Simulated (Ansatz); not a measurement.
SnBr2 (Pnma, No. 62; structure not from a measured cell): band gap by level of theory

No measured value is used here.

```tsv
level (code)	value (eV)
LDA (Ansatz)	2.07
PBEsol+SOC (Ansatz)	1.99 (direct)
HSE06 (Ansatz)	…
PBE0 (Ansatz)	3.51
```

### Question
Some entries are withheld; supply them.

### Answer

- HSE06 (Ansatz, a quantum-chemistry and plane-wave program), value (eV): 2.87

Computed values are for a static lattice. Spin–orbit coupling is included only where a level's name says +SOC; with heavier elements it mostly lowers gaps and can invert bands.  HSE06, PBE0: the gap is read on the k mesh or supercell of the run alone and can be too large. Values are at the PBEsol cell. Cutoffs and k meshes differ between the levels. Ansatz's density-functional and Hartree–Fock values are scalar-relativistic unless marked +SOC, with PAW data made under PBE.
